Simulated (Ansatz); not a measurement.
## Isomers of C3H6Cl2

2 of its isomers, all singlets with charge 0: A = 2,2-dichloropropane `CC(C)(Cl)Cl`; B = 1,3-dichloropropane `ClCCCCl`.

Shapes, held fixed at every level: PBE0-D4/def2-TZVP. Flexible molecules stand in one conformer, not always the lowest. Programs: Ansatz 0.2.0.

Enthalpies at 298 K in kJ/mol, with harmonic thermal terms from PBE0-D4/def2-TZVP. Measured gas-phase heats of formation: A CRC Handbook of Chemistry and Physics; B CRC Handbook of Chemistry and Physics.

```
                level                    kind  B − A
  B3LYP-D4/def2-TZVPP           global hybrid  +13.5
r2SCAN0-D4/def2-TZVPP           global hybrid  +15.3
   wB97M-V/def2-TZVPP  range-separated hybrid  +16.0
    B2PLYP/def2-TZVPP           double hybrid  +12.9
         MP2/def2-SVP     perturbation theory  +27.9
      CCSD/def2-TZVPP   coupled cluster or CI  +11.8
 CCSD(T)/CBS estimate   coupled cluster or CI  +17.1
             measured              experiment  +14.0
```

Experiment puts A lowest of these. All levels agree on that. Absolute errors: B3LYP-D4/def2-TZVPP 0.5; B2PLYP/def2-TZVPP 1.1; r2SCAN0-D4/def2-TZVPP 1.3; wB97M-V/def2-TZVPP 2.0; CCSD/def2-TZVPP 2.2; CCSD(T)/CBS estimate 3.1; MP2/def2-SVP 13.9 kJ/mol. The CBS estimate extrapolates MP2 from def2-TZVPP and def2-QZVPP and adds CCSD(T) − MP2 in the triple-zeta set, cores frozen.
